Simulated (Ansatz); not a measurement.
C₄H₆O, SMILES `C#CCOC`, charge 0, multiplicity 1.

Problem. Give a relaxed structure at PBE0-D4/def2-TZVP (Ansatz 0.2.0). (An estimate is asked.)

Solution. The calculation gave: 
Cartesian coordinates in Å:
```
C 0.0937 2.3563 0.0749
C 0.0563 1.2449 0.5260
C 0.0105 -0.1123 1.0678
O 0.6525 -1.0655 0.2642
C 0.0154 -1.2623 -0.9730
H 0.1321 3.3435 -0.3213
H -1.0409 -0.3915 1.2379
H 0.5173 -0.1325 2.0358
H 0.0123 -0.3467 -1.5760
H -1.0222 -1.5977 -0.8368
H 0.5730 -2.0362 -1.4994
```
This is one stationary point; other conformers may exist.
